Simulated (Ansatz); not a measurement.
**Ruthenium, hcp under LDA: how the k-point mesh moves the result**

Aim: find which k-point mesh is enough for energy and pressure. The geometry was relaxed under LDA beforehand and stays fixed; 8 values are run, from 2×2×1 to 19×19×11. Wanted are the values from which on the energy stays within 10 and 1 meV/atom, and the pressure within 0.5 GPa, of the last run. Within the series other settings stay, but some runs also write fields, which adds to their time. Spin polarisation is left out.

Program: Ansatz 0.2.0. Level of theory: DFT LDA, plane waves with PAW, scalar-relativistic. These are calculated values, not measurements.

## 1. The system as given

Symmetry: P6_3/mmc, No. 194, hexagonal system. The conventional cell has a = 2.678 Å, b = 2.678 Å, c = 4.218 Å, α = 90.00°, β = 90.00°, γ = 120.00°. Ru (site symmetry -6m2) has 12 Ru at 2.61 to 2.68 Å as nearest neighbours.

Structure file:

```xyz
2
Lattice="2.6775 0.0000 0.0000 -1.3388 2.3188 0.0000 0.0000 0.0000 4.2181" Properties=species:S:1:pos:R:3 pbc="T T T"
Ru    0.0000    1.5459    1.0545
Ru    1.3388    0.7729    3.1636
```

## 2. With a k-mesh of 2×2×1

The run at 2×2×1.

input.yaml

```yaml
crystal:
  lattice:
    - [2.6775346364, 0.0, 0.0]
    - [-1.3387673182, 2.3188130146, 0.0]
    - [0.0, 0.0, 4.2181251212]
  atoms:
    - { symbol: Ru, position: [0.3333333333, 0.6666666667, 0.25] }
    - { symbol: Ru, position: [0.6666666667, 0.3333333333, 0.75] }
hamiltonian:
  xc: lda
  pseudopotentials:
    kind: paw
    azcp:
      Ru: "pseudopotentials/Ru.paw.azcp"
basis:
  ecutwfc: 420
  fft_grid_basis: typed
kpoints:
  mp_grid: { grid: [2, 2, 1], shift: [0, 0, 0] }
magnetization:
  spin_polarized: false
scf:
  occupations: { method: fermi_dirac, width: 0.1 }
  lower_state_search: "off"
output:
  stress: true
  write_density: true
  write_potential: true
  elf: true
  volumetric_format: npy
```

Command:

```console
$ ansatz run input.yaml --threads 2 --pin off --max-ram 5120MiB --backend cpu --events-out ev --progress --plain --runs-dir out
```

## 3. With a k-mesh of 4×4×2

The run at 4×4×2.

Changes to input.yaml since step 2:

```diff
@@ -18,3 +18,3 @@
 kpoints:
-  mp_grid: { grid: [2, 2, 1], shift: [0, 0, 0] }
+  mp_grid: { grid: [4, 4, 2], shift: [0, 0, 0] }
 magnetization:
@@ -26,5 +26 @@
   stress: true
-  write_density: true
-  write_potential: true
-  elf: true
-  volumetric_format: npy
```

## 4. With a k-mesh of 5×5×3

The run at 5×5×3.

Changes to input.yaml since step 3:

```diff
@@ -18,3 +18,3 @@
 kpoints:
-  mp_grid: { grid: [4, 4, 2], shift: [0, 0, 0] }
+  mp_grid: { grid: [5, 5, 3], shift: [0, 0, 0] }
 magnetization:
```

## 5. With a k-mesh of 7×7×4

The run at 7×7×4.

Changes to input.yaml since step 4:

```diff
@@ -18,3 +18,3 @@
 kpoints:
-  mp_grid: { grid: [5, 5, 3], shift: [0, 0, 0] }
+  mp_grid: { grid: [7, 7, 4], shift: [0, 0, 0] }
 magnetization:
```

## 6. With a k-mesh of 8×8×5

The run at 8×8×5.

Changes to input.yaml since step 5:

```diff
@@ -18,3 +18,3 @@
 kpoints:
-  mp_grid: { grid: [7, 7, 4], shift: [0, 0, 0] }
+  mp_grid: { grid: [8, 8, 5], shift: [0, 0, 0] }
 magnetization:
```

## 7. With a k-mesh of 11×11×6

The run at 11×11×6.

Changes to input.yaml since step 6:

```diff
@@ -18,3 +18,3 @@
 kpoints:
-  mp_grid: { grid: [8, 8, 5], shift: [0, 0, 0] }
+  mp_grid: { grid: [11, 11, 6], shift: [0, 0, 0] }
 magnetization:
```

## 8. With a k-mesh of 14×14×8

The run at 14×14×8.

Changes to input.yaml since step 7:

```diff
@@ -18,3 +18,3 @@
 kpoints:
-  mp_grid: { grid: [11, 11, 6], shift: [0, 0, 0] }
+  mp_grid: { grid: [14, 14, 8], shift: [0, 0, 0] }
 magnetization:
@@ -26 +26,5 @@
   stress: true
+  write_density: true
+  write_potential: true
+  elf: true
+  volumetric_format: npy
```

## 9. With a k-mesh of 19×19×11

The run at 19×19×11.

Changes to input.yaml since step 8:

```diff
@@ -18,3 +18,3 @@
 kpoints:
-  mp_grid: { grid: [14, 14, 8], shift: [0, 0, 0] }
+  mp_grid: { grid: [19, 19, 11], shift: [0, 0, 0] }
 magnetization:
@@ -26,5 +26 @@
   stress: true
-  write_density: true
-  write_potential: true
-  elf: true
-  volumetric_format: npy
```

(Steps that only read results are left out.)

Q: Predict the outcome of this session. Wanted: pressure at 19×19×11.

The runs gave:

```
                                           quantity                        value
      E(σ → 0) stays within 10 meV/atom of 19×19×11              from 11×11×6 on
                   E(σ → 0) stays within 1 meV/atom  not reached before 19×19×11
                      pressure stays within 0.5 GPa                from 8×8×5 on
                               pressure at 19×19×11                    -0.03 GPa
                    CPU time, dearest over cheapest                           11
energy of a separate run on a finer mesh (22×22×12)  -0.2 meV/atom from 19×19×11
```

**Reading.** The far end, 2×2×1, lies +309.3 meV/atom and +7.6 GPa from the yardstick. The error changes sign along the series: k-point sums are not variational. The energy has not settled to 1 meV/atom before the last mesh. A Fermi surface needs many points. A run on a finer mesh agrees with the yardstick to 1 meV/atom. The cell taken over is 3 % smaller than the measured one (13.55 Å³/atom, COD).
